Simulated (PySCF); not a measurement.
Compound: CS.
SMILES: `[C-]#[S+]`

Method used: BHandHLYP/6-31+G* geometry optimisation, gas phase (PySCF).

Take the most abundant isotopes and a rigid rotor. 

(1) What are the moment of inertia and the rotational constant?

(2) List the first levels of a rigid rotor in a Σ state.

(3) Where do the first rotational lines fall?

## Answers

(1) I = 20.313 u·Å², B = 505379 MHz·u·Å²/I = 24880 MHz (0.8299 cm⁻¹, or 1.194 K as hB/k). For two atoms I = μr² with μ = 8.7252 u and r = 1.5258 Å.

(2) E(J) = BJ(J+1): J = 1: 1.660, J = 2: 4.979, J = 3: 9.959, J = 4: 16.598, J = 5: 24.897, J = 6: 34.856 cm⁻¹.

(3) The dipole is 1.71 D; J+1 ← J lies at 2B(J+1): 1 ← 0 at 49.76 GHz, 2 ← 1 at 99.52 GHz, 3 ← 2 at 149.28 GHz, 4 ← 3 at 199.04 GHz, 5 ← 4 at 248.80 GHz, 6 ← 5 at 298.56 GHz.

Whether it is a minimum is left open (no frequencies). Zero-point vibration and centrifugal distortion are left out.
